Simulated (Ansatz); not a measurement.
Species: C₂H₆S, charge 0, singlet. C2H6S (SMILES CSC).
B3LYP-D3(BJ)/def2-TZVP minimum from Ansatz (an electronic-structure program):
```xyz
9

C      0.0016     1.3789    -0.5167
S      0.0002     0.0021     0.6601
C     -0.0019    -1.3822    -0.5079
H      0.0029     2.2993     0.0655
H      0.8930     1.3571    -1.1446
H     -0.8903     1.3593    -1.1440
H     -0.0029    -2.2988     0.0802
H     -0.8938    -1.3644    -1.1353
H      0.8895    -1.3666    -1.1359
```
Charge 0, spin multiplicity 1.

Property: atomisation energy (electronic, to ground-state atoms), in kJ/mol. Radicals and triplets start from unrestricted determinants; spin-orbit coupling is neglected. CBS(X,Y): correlation extrapolated as X^-3, Hartree-Fock from the larger set. A bracket is a step between two methods taken in the basis named. The functionals are non-relativistic, so their misses hold any scalar relativity. Double hybrids freeze cores in their MP2 part. '+ core + X2C': CCSD(T) terms for core correlation (cc-pwCVTZ, 1s frozen past Ne) and scalar relativity (cc-pVTZ-DK). Where a partner has so few electrons that a lower coupled-cluster level is exact, that level stands in.

CCSD(T)/CBS(cc-pV(T+d)Z,cc-pV(Q+d)Z) + [CCSDT(Q) - CCSD(T)]/cc-pV(D+d)Z + core + X2C (Ansatz) gives 3222.2 kJ/mol.

Q: What does PBE/def2-TZVPD (Ansatz) give here, and how do the other levels compare?

A: PBE gives 3246.8 kJ/mol, 24.6 kJ/mol above it. Differences of the others: r2SCAN/def2-TZVPD (Ansatz) -9.2; B3LYP/def2-TZVPD (Ansatz) -32.7; PBE0/def2-TZVPD (Ansatz) -10.2; wB97M-V/def2-TZVPD (Ansatz) -0.9; B2PLYP/def2-TZVPD (Ansatz) -57.0; CCSD(T)/CBS(cc-pV(T+d)Z,cc-pV(Q+d)Z) + core + X2C (Ansatz) -1.8 kJ/mol. Nearer than PBE: r2SCAN/def2-TZVPD, PBE0/def2-TZVPD, wB97M-V/def2-TZVPD, CCSD(T)/CBS(cc-pV(T+d)Z,cc-pV(Q+d)Z) + core + X2C.
